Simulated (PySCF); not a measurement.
Beryllium: a sound run and one with changed settings

Sound run: Be [He] 2s2, Be⁺ [He] 2s1. Calculation: PySCF 2.14, in jorge-DZP-DKH (4s2p1d, 15 functions); the spin-free X2C one-electron Hamiltonian (Gaussian nucleus). In the sound run the correlated levels freeze 1s2. The sound run starts from symmetry-adapted Hartree-Fock orbitals and uses a fine grid where one is needed.

Changed run: basis STO-3G, all-electron and non-relativistic. This setting is unsound on purpose.

```json
{"species": "Be", "method": "UHF", "sound run (hartree)": "-14.57420", "changed run (hartree)": "-14.35188", "converged": "yes"}
{"species": "Be", "method": "M06-2X", "sound run (hartree)": "-14.66657", "changed run (hartree)": "-14.45482", "converged": "yes"}
{"species": "Be", "method": "LDA", "sound run (hartree)": "-14.44715", "changed run (hartree)": "-14.22113", "converged": "yes"}
{"species": "Be", "method": "MP2", "sound run (hartree)": "-14.59991", "changed run (hartree)": "-14.37567", "converged": "yes"}
{"species": "Be", "method": "CCSD(T)", "sound run (hartree)": "-14.61944", "changed run (hartree)": "-14.40333", "converged": "yes"}
{"species": "Be⁺", "method": "UHF", "sound run (hartree)": "-14.27885", "changed run (hartree)": "-14.09784", "converged": "yes"}
{"species": "Be⁺", "method": "M06-2X", "sound run (hartree)": "-14.33352", "changed run (hartree)": "-14.15566", "converged": "yes"}
{"species": "Be⁺", "method": "LDA", "sound run (hartree)": "-14.11587", "changed run (hartree)": "-13.92990", "converged": "yes"}
```

Ionisation energy of Be:

| method | sound run (eV) | changed run (eV) |
| --- | --- | --- |
| UHF | 8.037 | 6.913 |
| M06-2X | 9.063 | 8.141 |
| LDA | 9.015 | 7.925 |
| MP2 | 8.737 | 7.560 |
| SCS-MP2 | 8.876 | 7.690 |
| CCSD | 9.268 | 8.313 |
| CCSD(T) | 9.268 | 8.313 |
| CCSDT | 9.268 | 8.313 |
| FCI | 9.268 | 8.313 |

A minimal basis cannot let orbitals breathe on ionisation and holds almost no correlation. The Hamiltonian changed with the basis, so the totals do not compare.

For comparison, NIST gives 9.323 eV between the lowest levels.
